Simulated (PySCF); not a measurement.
# F5P: the cost of one run

Program: PySCF 2.14.0. Level of theory: levels as typed in each script, gas phase, geometry from GFN2-xTB. These are calculated values, not measurements.

## Step 1: Where the work starts

SMILES `FP(F)(F)(F)F`, 6 atoms, charge 0, spin multiplicity 1.

Bond lengths: F1–P2 1.589 Å, P2–F3 1.560 Å, P2–F4 1.559 Å, P2–F5 1.559 Å, P2–F6 1.589 Å. Angles: F1–P2–F3 90.0°, F1–P2–F4 90.0°, F1–P2–F5 90.0°, F1–P2–F6 179.9°, F3–P2–F4 119.9°, F3–P2–F5 120.0°, F3–P2–F6 90.0°, F4–P2–F5 120.1°, F4–P2–F6 90.0°, F5–P2–F6 90.0°.

Coordinates:

```xyz
6

F    -1.58882    0.00084   -0.00041
P     0.00004    0.00016   -0.00042
F     0.00024   -0.40540    1.50551
F     0.00008   -1.10388   -1.10168
F    -0.00042    1.50681   -0.40203
F     1.58886    0.00136   -0.00069
```

## Step 2: Density, bond paths and surface potential (M06-2X/6-311+g**)

input.py reads:

```python
import numpy as np
from pyscf import gto, scf, dft
from pyscf.scf import atom_ks, atom_hf
from scipy.linalg import block_diag

def solve(mol, dm0=None, hcore=None):
    mf = (dft.UKS if mol.spin else dft.RKS)(mol, xc='m062x')
    mf.grids.level = 3
    mf = mf.density_fit(auxbasis='def2-universal-jkfit')
    mf.conv_tol, mf.max_cycle = 1e-8, 80
    if hcore is not None:
        mf.get_hcore = lambda *args: hcore
    mf.kernel(dm0)
    if not mf.converged:
        mf = mf.newton().run(mf.mo_coeff, mf.mo_occ, max_cycle=30)
    assert mf.converged, 'SCF not converged'
    return mf

mol = gto.M(atom='''
F     -1.58882     0.00084    -0.00041
P      0.00004     0.00016    -0.00042
F      0.00024    -0.40540     1.50551
F      0.00008    -1.10388    -1.10168
F     -0.00042     1.50681    -0.40203
F      1.58886     0.00136    -0.00069
''', basis='6-311+g**', charge=0, spin=0, verbose=4)
mf = solve(mol)
mf.analyze()
# spherically averaged free atoms, for the promolecule
atm = atom_ks.get_atm_nrks(mol, xc='m062x')
pro = block_diag(*[(atm[a[0]][2] * atm[a[0]][3]) @ atm[a[0]][2].T for a in mol._atom])
np.savez('result.npz', e=mf.e_tot, c=mf.mo_coeff, occ=mf.mo_occ, eps=mf.mo_energy, pro=pro, dip=mf.dip_moment(verbose=0), s2=mf.spin_square()[0])
```

Started as:

```sh
> OMP_NUM_THREADS=1 python input.py
```

**Question.** How long does this run take on 1 thread of Intel Xeon Platinum 8259CL at 2.50GHz (Skylake/Cascade Lake), shared host, and how much memory does it need?

About 17 s, with a peak of 0.62 GiB.
